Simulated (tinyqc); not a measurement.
Inside a calculation. Method: UHF in the sto-3g basis, for OH+, spin multiplicity 3. One step of it, computed by the program tinyqc.

Question. Iteration 1: building the Fock matrix. J_ij = sum D_kl (ij|kl) with D = D(alpha) + D(beta), K_ij = sum D_kl (ik|jl) for each spin; F = H + J - K(s); E = tr D H + tr D J / 2 - 0.5 sum_s tr D(s) K(s) + E_nn.

D(alpha) at the start:
```
            1O 1s      1O 2s     1O 2px     1O 2py     1O 2pz      2H 1s
1O 1s    0.587562  -0.155289   0.401279  -0.077348   0.205329   0.191095
1O 2s   -0.155289   1.496729  -0.129043   0.024873   0.300426  -0.952555
1O 2px   0.401279  -0.129043   0.663708   0.064821  -0.210469  -0.066788
1O 2py  -0.077348   0.024873   0.064821   0.987506   0.040568   0.012874
1O 2pz   0.205329   0.300426  -0.210469   0.040568   1.166710  -0.767491
2H 1s    0.191095  -0.952555  -0.066788   0.012874  -0.767491   1.751390
```

D(beta) at the start:
```
            1O 1s      1O 2s     1O 2px     1O 2py     1O 2pz      2H 1s
1O 1s    0.543651  -0.335318   0.373925   0.045616   0.144220   0.334324
1O 2s   -0.335318   0.242475  -0.164733   0.057931  -0.014781  -0.394562
1O 2px   0.373925  -0.164733   0.635342   0.211199  -0.238957   0.026765
1O 2py   0.045616   0.057931   0.211199   0.213258   0.152669  -0.414873
1O 2pz   0.144220  -0.014781  -0.238957   0.152669   1.073565  -0.571829
2H 1s    0.334324  -0.394562   0.026765  -0.414873  -0.571829   1.282555
```

core Hamiltonian H = T + V (hartree):
```
             1O 1s      1O 2s     1O 2px     1O 2py     1O 2pz      2H 1s
1O 1s   -32.200628  -7.489650   0.000000   0.000000  -0.017404  -1.951983
1O 2s    -7.489650  -8.818385   0.000000   0.000000  -0.200163  -3.848682
1O 2px    0.000000   0.000000  -6.977866   0.000000   0.000000   0.000000
1O 2py    0.000000   0.000000   0.000000  -6.977866   0.000000   0.000000
1O 2pz   -0.017404  -0.200163   0.000000   0.000000  -7.119331  -2.620365
2H 1s    -1.951983  -3.848682   0.000000   0.000000  -2.620365  -4.939800
```

Two-electron integrals (ij|kl) in chemists' order, unique and non-zero (hartree):
```
(11|11) 4.785065   (21|11) 0.741380   (21|21) 0.136873   (22|11) 1.118947
(22|21) 0.256633   (22|22) 0.817206   (31|31) 0.024477   (32|31) 0.037809
(32|32) 0.180518   (33|11) 1.115814   (33|21) 0.256684   (33|22) 0.817023
(33|33) 0.880159   (41|41) 0.024477   (42|41) 0.037809   (42|42) 0.180518
(43|43) 0.047444   (44|11) 1.115814   (44|21) 0.256684   (44|22) 0.817023
(44|33) 0.785270   (44|44) 0.880159   (51|51) 0.024477   (52|51) 0.037809
(52|52) 0.180518   (53|53) 0.047444   (54|54) 0.047444   (55|11) 1.115814
(55|21) 0.256684   (55|22) 0.817023   (55|33) 0.785270   (55|44) 0.785270
(55|55) 0.880159   (61|11) 0.195123   (61|21) 0.035684   (61|22) 0.066360
(61|33) 0.066238   (61|44) 0.066238   (61|51) 0.001626   (61|52) 0.003028
(61|55) 0.066614   (61|61) 0.009422   (62|11) 0.441915   (62|21) 0.102480
(62|22) 0.357498   (62|33) 0.351719   (62|44) 0.351719   (62|51) 0.007611
(62|52) 0.056426   (62|55) 0.368728   (62|61) 0.027165   (62|62) 0.188398
(63|31) 0.011113   (63|32) 0.063254   (63|53) 0.011931   (63|63) 0.027921
(64|41) 0.011113   (64|42) 0.063254   (64|54) 0.011931   (64|64) 0.027921
(65|11) 0.303867   (65|21) 0.071430   (65|22) 0.266229   (65|33) 0.253962
(65|44) 0.253962   (65|51) 0.015811   (65|52) 0.103503   (65|55) 0.290476
(65|61) 0.019831   (65|62) 0.170439   (65|65) 0.180508   (66|11) 0.558180
(66|21) 0.131535   (66|22) 0.522767   (66|33) 0.501462   (66|44) 0.501462
(66|51) 0.013470   (66|52) 0.134181   (66|55) 0.564763   (66|61) 0.035236
(66|62) 0.335915   (66|65) 0.347517   (66|66) 0.774606
```

nuclear repulsion = 4.68298417 hartree

Give: Coulomb J; exchange K(alpha); exchange K(beta); F(alpha); F(beta); total energy of this density.

Answer.

Coulomb J (hartree):
```
          1O 1s    1O 2s   1O 2px   1O 2py   1O 2pz    2H 1s
1O 1s   11.8146   2.3365   0.0148  -0.0042   0.0184   0.6093
1O 2s    2.3365   6.2875  -0.0525  -0.0234   0.1106   2.8475
1O 2px   0.0148  -0.0525   6.2400   0.0262  -0.0436  -0.0329
1O 2py  -0.0042  -0.0234   0.0262   6.2306   0.0087  -0.0081
1O 2pz   0.0184   0.1106  -0.0436   0.0087   6.3781   2.2249
2H 1s    0.6093   2.8475  -0.0329  -0.0081   2.2249   4.5676
```

exchange K(alpha) (hartree):
```
          1O 1s    1O 2s   1O 2px   1O 2py   1O 2pz    2H 1s
1O 1s    2.8757   0.7011   0.4144  -0.0799   0.2815   0.3106
1O 2s    0.7011   1.3340  -0.0383   0.0074   0.0040   0.5747
1O 2px   0.4144  -0.0383   0.8735   0.0540  -0.1930  -0.1138
1O 2py  -0.0799   0.0074   0.0540   1.1432   0.0372   0.0219
1O 2pz   0.2815   0.0040  -0.1930   0.0372   1.0572   0.3540
2H 1s    0.3106   0.5747  -0.1138   0.0219   0.3540   0.8431
```

exchange K(beta) (hartree):
```
         1O 1s    1O 2s   1O 2px   1O 2py   1O 2pz    2H 1s
1O 1s   2.2970   0.2387   0.3799   0.0370   0.2112   0.1934
1O 2s   0.2387   0.4110  -0.0431  -0.1009  -0.1246   0.2493
1O 2px  0.3799  -0.0431   0.6317   0.1759  -0.1919  -0.0888
1O 2py  0.0370  -0.1009   0.1759   0.2802   0.0168  -0.1515
1O 2pz  0.2112  -0.1246  -0.1919   0.0168   0.8451   0.2484
2H 1s   0.1934   0.2493  -0.0888  -0.1515   0.2484   0.6053
```

F(alpha) (hartree):
```
           1O 1s    1O 2s   1O 2px   1O 2py   1O 2pz    2H 1s
1O 1s   -23.2618  -5.8542  -0.3996   0.0757  -0.2805  -1.6533
1O 2s    -5.8542  -3.8649  -0.0142  -0.0307  -0.0936  -1.5759
1O 2px   -0.3996  -0.0142  -1.6114  -0.0278   0.1494   0.0809
1O 2py    0.0757  -0.0307  -0.0278  -1.8904  -0.0285  -0.0300
1O 2pz   -0.2805  -0.0936   0.1494  -0.0285  -1.7984  -0.7494
2H 1s    -1.6533  -1.5759   0.0809  -0.0300  -0.7494  -1.2152
```

F(beta) (hartree):
```
           1O 1s    1O 2s   1O 2px   1O 2py   1O 2pz    2H 1s
1O 1s   -22.6830  -5.3918  -0.3651  -0.0412  -0.2101  -1.5360
1O 2s    -5.3918  -2.9419  -0.0094   0.0776   0.0350  -1.2505
1O 2px   -0.3651  -0.0094  -1.3696  -0.1497   0.1483   0.0559
1O 2py   -0.0412   0.0776  -0.1497  -1.0274  -0.0081   0.1434
1O 2pz   -0.2101   0.0350   0.1483  -0.0081  -1.5863  -0.6438
2H 1s    -1.5360  -1.2505   0.0559   0.1434  -0.6438  -0.9774
```

total energy of this density = -51.716589 hartree
